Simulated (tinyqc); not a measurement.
Worked calculation: G0W0 on RHF in the sto-3g basis, for OH-, spin multiplicity 1. The basis has no diffuse functions, so it cannot describe the extra electron: this is an exercise in the method, not the real anion. One step of it, computed by the program tinyqc.

Problem. G0W0 on Hartree-Fock: HOMO. W(p,q,m) = sqrt2 sum_ia (pq|ia) (X+Y)_ia,m; Sigma_c(x) = sum_(i,m) W^2/(x - e_i + w_m) + sum_(a,m) W^2/(x - e_a - w_m); solve x = e_p + Sigma_c(x) by Newton steps; Z = 1/(1 - dSigma/dx); 1 hartree = 27.211386 eV.

orbital energies (hartree): MO1 -19.462540, MO2 -0.578859, MO3 0.077703, MO4 0.208268, MO5 0.208268, MO6 1.042828

Two-electron integrals over orbitals (pq|rs), unique and non-zero (hartree):
```
(11|11) 4.747109    (21|11) -0.446508   (21|21) 0.065883    (22|11) 1.045978
(22|21) -0.018073   (22|22) 0.735222    (31|11) 0.155508    (31|21) -0.022731
(31|22) 0.008286    (31|31) 0.015186    (32|11) -0.183150   (32|21) 0.006795
(32|22) -0.060678   (32|31) 0.009625    (32|32) 0.127924    (33|11) 0.708038
(33|21) -0.006219   (33|22) 0.582499    (33|31) -0.000784   (33|32) 0.014627
(33|33) 0.621030    (41|41) 0.025959    (42|41) 0.034193    (42|42) 0.157101
(43|41) -0.010949   (43|42) -0.043803   (43|43) 0.032114    (44|11) 1.115350
(44|21) -0.013025   (44|22) 0.766884    (44|31) 0.004557    (44|32) -0.099936
(44|33) 0.563790    (44|44) 0.880159    (51|51) 0.025959    (52|51) 0.034193
(52|52) 0.157101    (53|51) -0.010949   (53|52) -0.043803   (53|53) 0.032114
(54|54) 0.047444    (55|11) 1.115350    (55|21) -0.013025   (55|22) 0.766884
(55|31) 0.004557    (55|32) -0.099936   (55|33) 0.563790    (55|44) 0.785270
(55|55) 0.880159    (61|11) -0.120475   (61|21) 0.018414    (61|22) -0.001947
(61|31) 0.006044    (61|32) 0.021373    (61|33) -0.006373   (61|44) -0.003381
(61|55) -0.003381   (61|61) 0.026113    (62|11) 0.163339    (62|21) -0.004330
(62|22) 0.085789    (62|31) 0.016353    (62|32) 0.047127    (62|33) 0.000762
(62|44) 0.089478    (62|55) 0.089478    (62|61) 0.022841    (62|62) 0.109997
(63|11) 0.302489    (63|21) -0.004626   (63|22) 0.146173    (63|31) -0.002773
(63|32) -0.113225   (63|33) 0.002388    (63|44) 0.175038    (63|55) 0.175038
(63|61) -0.009134   (63|62) 0.024397    (63|63) 0.181366    (64|41) 0.008036
(64|42) 0.032722    (64|43) 0.013455    (64|64) 0.037994    (65|51) 0.008036
(65|52) 0.032722    (65|53) 0.013455    (65|65) 0.037994    (66|11) 0.942489
(66|21) -0.011479   (66|22) 0.674954    (66|31) 0.011315    (66|32) 0.008287
(66|33) 0.620455    (66|44) 0.668381    (66|55) 0.668381    (66|61) 0.009071
(66|62) 0.080574    (66|63) 0.068735    (66|66) 0.710033
```

excitation energies w (hartree): 0.907372  0.907372  1.273919  1.830690  20.557545

X + Y:
```
             1         2          3          4          5
1>6   0.000000  0.000000   0.001901  -0.004103   0.998729
2>6   0.000000  0.000000  -0.080025   0.938816   0.000353
3>6   0.000000  0.000000   0.868212   0.051499  -0.000084
4>6  -0.638481  0.715609   0.000000   0.000000   0.000000
5>6   0.715609  0.638481   0.000000   0.000000   0.000000
```

Give: The 12 largest terms at x = e_p; Newton steps; quasiparticle energy of the HOMO; Hartree-Fock value.

Solution.

The 12 largest terms at x = e_p (hartree; W for the signs of X + Y given):

| q | m | W | term |
|---|---|---|---|
| 5 | 3 | 0.2048 | 0.0329 |
| 5 | 4 | 0.1316 | 0.0095 |
| 6 | 1 | 0.0385 | -0.0008 |
| 6 | 2 | 0.0343 | -0.0007 |
| 2 | 1 | 0.0331 | 0.0006 |
| 2 | 2 | 0.0295 | 0.0005 |
| 3 | 1 | 0.0136 | 1.79e-04 |
| 3 | 2 | 0.0121 | 1.42e-04 |
| 1 | 1 | 0.0081 | 3.21e-06 |
| 1 | 2 | 0.0073 | 2.56e-06 |
| 5 | 5 | -0.0048 | 1.10e-06 |

Newton steps (hartree):

| step | x | Sigma_c(x) | Z |
|---|---|---|---|
| 0 | 0.2083 | 0.0423 | 0.9682 |
| 1 | 0.2493 | 0.0410 | 0.9699 |
| 2 | 0.2493 | 0.0410 | 0.9699 |

quasiparticle energy of the HOMO = 6.7837 eV

Hartree-Fock value = 5.6673 eV
